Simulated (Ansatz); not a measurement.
Two structures of AlH3ClF, singlet, reached by relaxing down either side of one saddle point (PBE0-D4/def2-TZVP). Energies are electronic, without zero-point energy. Program: Ansatz 0.2.0. Basis: def2-TZVPP and def2-QZVPP. Cores are frozen in the correlated methods. Extrapolation: Hartree–Fock as exp(−7.88 √X), correlation as X^−2.97. First:

Al1  (-0.663, 0.327, -0.347)
F2  (-0.973, -0.577, 1.029)
H3  (-0.889, -0.404, -1.728)
H4  (-0.584, 1.891, -0.152)
H5  (1.273, -0.921, 1.093)
Cl6  (1.837, -0.316, 0.104)
(Å)

Second:

```json
{"atom": "Al1", "x (Å)": "-0.2093", "y (Å)": "0.3874", "z (Å)": "-0.5237"}
{"atom": "F2", "x (Å)": "-0.5413", "y (Å)": "-0.7153", "z (Å)": "1.1470"}
{"atom": "H3", "x (Å)": "-0.9073", "y (Å)": "-0.4574", "z (Å)": "-1.6532"}
{"atom": "H4", "x (Å)": "-0.6005", "y (Å)": "1.8437", "z (Å)": "-0.0734"}
{"atom": "H5", "x (Å)": "0.3973", "y (Å)": "-0.8924", "z (Å)": "1.2229"}
{"atom": "Cl6", "x (Å)": "1.8611", "y (Å)": "-0.1659", "z (Å)": "-0.1197"}
```

(1) Which bonds change from the first to the second?

(2) Give the saddle point's structure and its height above each. (An estimate is asked for; the value comes from the calculation.)

The T1 diagnostic stays at or below 0.011.

## Answers

(1) AlH₂F ([F][AlH2]) + HCl → AlH₂Cl ([AlH2][Cl]) + HF (still joined by a long Al–F bond); bonds formed: F2–H5; dative contacts that become bonds: Al1–Cl6; bonds broken: H5–Cl6; bonds weakened to dative contacts: Al1–F2.

(2) The calculation gives: 0.268 eV above the first and 0.272 eV above the second (CCSD(T) at an estimated basis limit (MP2 extrapolated from triple and quadruple zeta, plus CCSD(T) − MP2 in triple zeta)).
Al1  (-0.426, 0.329, -0.397)
F2  (-0.576, -0.669, 1.085)
H3  (-0.899, -0.452, -1.677)
H4  (-0.591, 1.862, -0.088)
H5  (0.683, -0.751, 0.961)
Cl6  (1.808, -0.320, 0.115)
(Å)

Labels in which every atom is bracketed show which atoms are joined, not bond orders.

For scale, one of the runs: CCSD(T)/def2-TZVPP, 157 basis functions, launched by `ansatz run in.yaml --threads 2 --pin off --events-out ev --progress --plain --max-ram 4352MiB`. Time: 18 s of wall clock on 2 CPU threads of an Intel Xeon Platinum 8259CL; the host was shared. Peak host memory: 1.1 GiB.
